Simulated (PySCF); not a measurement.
Gas-phase reaction: H₃SiSiCl₃ + SiO₂ = 2 SiH + O + SiCl₃OH

Method: PySCF energies (xtb for GFN2) plus ideal-gas RRHO corrections (1 bar). † marks an energy on the PBE0/def2-TZVP geometry and frequencies; other levels use their own. MP2 and CCSD(T) freeze the core. Open shells (unrestricted): SiH (multiplicity 2, electronic degeneracy 4), O (multiplicity 3, electronic degeneracy 9); the rest are closed-shell singlets. GFN2 has no spin-polarisation term. Spin-orbit splitting is ignored; it lowers the true energy and changes the entropy of SiH, O. B3LYP is the form with VWN-RPA correlation. H₃SiSiCl₃, SiCl₃OH: computed as isolated molecules; such fragments, hydroxides, amides, oligomers or adducts are transient or little studied in the gas. MP2 isn't extrapolated to the basis-set limit; its ΔH°(298 K) is 853.4 kJ in def2-SVP and 941.2 kJ in def2-TZVPP. CCSD(T) isn't extrapolated to the basis-set limit. The harmonic model lacks anharmonicity and excited electronic states, which grow with temperature; levels with a mode under 35 cm⁻¹ are left out. Internal rotation in H₃SiSiCl₃, SiCl₃OH is treated as a harmonic vibration of one conformer, which makes the entropy rough. Warning, large T1 diagnostic: SiO₂ (CCSD(T)/def2-SVP†).

```tsv
level	ΔE electronic, kJ	ΔH°(298 K), kJ	ΔS°(298 K), J/K	ΔG°(1800 K), kJ
B3LYP/def2-TZVP†	872	858	303	315
BLYP/def2-TZVP†	910	896	303	353
CCSD(T)/def2-SVP†	785	771	303	229
GFN2-xTB	1599	1579	292	1054
HF/def2-TZVP†	506	492	303	-50
MP2/def2-TZVPP†	955	941	303	399
PBE0/def2-QZVP†	876	862	303	320
PBE0/def2-TZVP	877	863	303	321
LDA/def2-TZVP†	1082	1068	303	525
ωB97M-V/def2-TZVP†	890	876	303	333
```
ΔH° is lowest at HF/def2-TZVP† and highest at GFN2-xTB. No reference value is set beside these.
